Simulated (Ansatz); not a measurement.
We consider rock-salt BaTe, described by r²SCANh (Ansatz, an electronic-structure program, plane waves, PAW).

Run with plane-wave cutoff 520 eV, 6×6×6 k mesh, Fermi–Dirac smearing 0.01 eV, scalar-relativistic PAW data made under PBE.

Response to compression and expansion:

```tsv
V (Å³/atom)	P (GPa)	direct gap at Γ (eV)	smallest gap on the k mesh (eV)
42.023	1.53	3.946	2.384
42.853	0.83	3.955	2.425
43.882	0.05	3.964	2.472
45.051	-0.73	3.891	2.520
46.150	-1.36	3.787	2.561
```

The fundamental gap (2.48 eV at the equilibrium volume, on the SCF mesh) lies elsewhere than Γ–Γ.

Spin–orbit coupling is not included; with these elements it can move the gap by several tenths of an eV or more.
